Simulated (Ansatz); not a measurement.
`F/C=C(\F)CF` + H₂ → `F/C=C/F` + `CF` at 298.15 K and 1 bar (hydrogenolysis of a C–C bond).

Gas-phase electronic energies from Ansatz, PBE0-D4/def2-TZVP geometries. CCSD(T)/CBS is the MP2 limit (def2-TZVPP, def2-QZVPP) plus CCSD(T) − MP2 in def2-TZVPP, frozen cores. This one scheme is used for every species. Double bonds are as drawn, so ΔE can hold a change between cis and trans. Each species was taken in one conformer, which may not be the lowest.

| species | CCSD(T)/CBS energy (Eh) | H − E (kJ/mol) | S (J/(mol·K)) |
| --- | --- | --- | --- |
| `F/C=C(\F)CF` | -415.28050 | 171.1 | 325.2 |
| H₂ | -1.17544 | 35.1 | 130.4 |
| `F/C=C/F` | -276.83639 | 109.9 | 267.4 |
| `CF` | -139.63461 | 113.4 | 222.6 |

H − E and S are ideal-gas, rigid-rotor, harmonic terms from PBE0-D4/def2-TZVP, for one conformer and one mirror image of each species. The MP2-based limit puts H₂ 0.8 mEh under its directly extrapolated value; such offsets cancel only in part. 1 Eh = 2625.50 kJ/mol, R = 8.31446 J/(mol·K).

Question: By hand: ΔE, ΔH, ΔS and ΔG.

Answer: ΔE = (-276.83639) + (-139.63461) − (-415.28050) − (-1.17544) = -0.01506 Eh = -39.5 kJ/mol. Δ(H − E) = 109.9 + 113.4 − 171.1 − 35.1 = 17.1, so ΔH = -22.4 kJ/mol. ΔS = 267.4 + 222.6 − 325.2 − 130.4 = 34.4 J/(mol·K). ΔG = -22.4 − 298.15 × (34.4)/1000 = -32.7 kJ/mol.

Question: By hand: the equilibrium constant, and the temperature at which ΔG would vanish if ΔH and ΔS stayed fixed.

Answer: log₁₀ K = −ΔG/(RT ln 10) = 5.7. ΔH and −TΔS have one sign here, so there is no such temperature.

TΔS isn't small against ΔH here. A doubt of 5 kJ/mol in ΔE shifts log₁₀ K by 0.9 here. Other conformers and mirror images would add mixing entropy, several J/(mol·K) or more a flexible species. These are equilibria of isolated gas molecules and say nothing of rates. Largest T1 diagnostic: 0.012 (customary marks: 0.02 for closed shells, 0.045 for open ones).
